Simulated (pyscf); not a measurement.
Routes from `[SiH][Cl]` [singlet] + `[NH3]`

Candidate steps break at most two bonds and form at most two. Each was searched with GFN2-xTB (tblite) first. PySCF, gas phase, ωB97X-D3(BJ)/def2-SVP geometries. Correlated levels are frozen-core, on RHF or UHF. ΔMP2 is the change of the MP2 total energy from the triple- to the quadruple-zeta basis. Energies: CCSD(T)/def2-TZVPP + ΔMP2(QZVPP), kcal/mol, from the separated reactants, singlet surface.

| products | type | ΔE‡ | ΔE | ΔG‡ 298 K | ΔG‡ 900 K | ν‡ (cm⁻¹) |
|---|---|---|---|---|---|---|
| H₂N–SiH: [singlet] + HCl | four-centre exchange | 7.0 | +1.9 | 15.8 | 36.7 | 478i |
| H₂N–SiH₂–Cl | insertion | 14.4 | -61.0 | 23.5 | 44.3 | 1627i |

Row 1: On the reactant side the descent ends in an adduct with a N–Si contact, 29.6 kcal/mol under the separated species and 34.0 kcal/mol under the saddle at ωB97X-D3(BJ)/def2-TZVP. Row 2: On the reactant side the descent ends in an adduct with a N–Si contact, 29.6 kcal/mol under the separated species and 41.6 kcal/mol under the saddle at ωB97X-D3(BJ)/def2-TZVP. 

Plain bond fissions and candidates not yet searched are not listed, and one of them may be faster. Each barrier is that of the saddle found; lower ones may exist. The CCSD(T) − MP2 part came from Ansatz, without density fitting, on the same reference.
